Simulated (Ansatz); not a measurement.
Z-matrix (Å, degrees):
```
C
N 1 1.363
C 1 1.361 2 115.8
H 1 1.082 2 119.4 3 180.0
C 2 1.296 1 110.4 3 -0.0
S 3 1.704 1 109.5 2 0.0
H 3 1.078 1 128.7 2 -180.0
H 5 1.082 2 124.0 1 180.0
```

Total charge 0; spin multiplicity 1.

(1) List the PBE/def2-TZVPP orbital energies in eV (the Gaussian-basis code of Ansatz). (An estimate is asked.)

Answers

(1) Ansatz gave: Occupied: -2396.94, -380.66, -270.54, -269.92, -269.85, -209.85, -155.99, -155.88, -155.83, -24.30, -20.09, -18.51, -14.79, -14.20, -12.67, -10.58, -10.33, -10.27, -9.06, -7.17, -6.50, -6.33. Lowest empty: -1.73, -0.48, -0.12, 1.04, 1.58, 1.94, 2.14, 2.48.
